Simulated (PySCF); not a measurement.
# Fluorine: a sound run and one with changed settings

Sound run: F [He] 2s2 2p5, F⁺ [He] 2s2 2p4. Computed with PySCF 2.14 in def2-TZVP (5s3p2d1f, 31 functions), with the non-relativistic Hamiltonian (point nucleus). The sound run starts from symmetry-adapted Hartree-Fock orbitals and uses a fine grid where one is needed.

A second run was set up differently.

```csv
species,method,sound run (hartree),changed run (hartree),converged
F,UHF,-99.41180,-99.38680,no
F,TPSS,-99.77313,-99.04826,no
F,r2SCAN,-99.72760,-99.27512,no
F⁺,UHF,-98.83647,-98.83446,no
F⁺,TPSS,-99.13388,-99.10126,no
F⁺,r2SCAN,-99.08387,-99.06315,no
```

Question: What was changed?
A. a valence shell is frozen
B. angular grid far too coarse
C. all electrons correlated in a valence basis
D. too few SCF iterations

Answer: D. It used initial guess sap, at most 2 SCF cycles. The SCF was stopped early; the energies are upper bounds that still move, and correlated levels were skipped or rest on poor orbitals.
